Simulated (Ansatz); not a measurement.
# Worked example: correlation energy of Al2GaH, triplet

Geometry: that of the Al2GaH, singlet, kept fixed. The singlet lies 0.4 eV lower here.

```xyz
4

Al    0.0000   -1.6024   -0.5088
Ga    0.0000    0.3290    0.8726
Al    0.0000    0.6907   -1.6369
H     0.0000    1.6437   -2.9214
```

Basis cc-pVDZ; Ansatz 0.2.0. Correlated methods freeze the noble-gas cores and the filled d shells of p-block atoms, which leaves 10 electrons in 44 orbitals. R marks a restricted (for open shells ROHF) determinant, U an unrestricted one. No spin–orbit coupling is included, and no scalar relativity.

Full CI isn't at hand for all of this; UCCSDT(Q) serves as the reference, and is uncertain by about the last step of the cluster series.

Unrestricted rows (U) aren't spin-pure: their determinants' ⟨S²⟩ exceeds S(S+1) by up to 0.11, so they mix in states of higher spin.

Runs differ by some tens of microhartree through their thresholds and, for an open shell, their frozen cores, so steps under 0.03 kcal/mol mean nothing.

```
    level  total energy (hartree)
      UHF            -2407.573221
     UMP2            -2407.727350
    UCCSD            -2407.762763
 UCCSD(T)            -2407.773978
   UCCSDT            -2407.775867
UCCSDT(Q)            -2407.776944
```

Question: What is the correlation energy at UCCSDT(Q), and what share of it do UMP2 and UCCSD recover?

Answer: E(corr) = -2407.776944 − (-2407.573221) = -0.203723 hartree = -5.544 eV. UMP2: -0.154129 / -0.203723 = 75.66 %. UCCSD: -0.189542 / -0.203723 = 93.04 %.

Question: By how many kcal/mol does UCCSD(T) miss UCCSDT(Q) (1 hartree = 627.509 kcal/mol), and which steps make up the rest?

Answer: -2407.773978 − (-2407.776944) = 0.002966 hartree = 1.86 kcal/mol. Steps: UCCSDT − UCCSD(T) = -1.19, UCCSDT(Q) − UCCSDT = -0.68 kcal/mol. Differences between like states or geometries often cancel part of this.
